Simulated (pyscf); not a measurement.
Single points on ωB97X-D3(BJ)/def2-SVP structures (PySCF, gas phase).

SMILES: CC1=CC=CC1
```xyz
14

C     -2.2274     0.3502    -1.9332
C     -0.8295     0.3866    -1.3953
C      0.3130     0.6825    -2.0529
C      1.4548     0.5952    -1.1246
C      1.0073     0.2461     0.0980
C     -0.4878     0.0798     0.0434
H     -2.6808    -0.6471    -1.8018
H     -2.2467     0.5948    -3.0056
H     -2.8772     1.0701    -1.4069
H      0.3878     0.9470    -3.1108
H      2.4948     0.7863    -1.4001
H      1.6089     0.1006     0.9975
H     -0.8021    -0.9424     0.3246
H     -1.0073     0.7658     0.7378
```

Task: What is the homolytic dissociation enthalpy (298 K, ωB97M-D3(BJ)/def2-TZVP) of the C–C bond of `[CH3][C]1=[CH][CH]=[CH][CH2]1`, to CH₃• + cyclic C₅H₅ (SMILES [C]1=CC=CC1) [doublet]?

Result: C–C to CH₃• + cyclic C₅H₅ (SMILES [C]1=CC=CC1) [doublet]: 454.9 kJ/mol. The 7 functionals that were run give +415.9 (r²SCAN) to +456.4 kJ/mol (ωB97X-D3(BJ)). The radicals are drawn with the spin at the cut bond; how far it spreads was not checked. Other isomers of cyclic C₅H₅ (SMILES [C]1=CC=CC1) [doublet] were not searched in full and may lie lower.
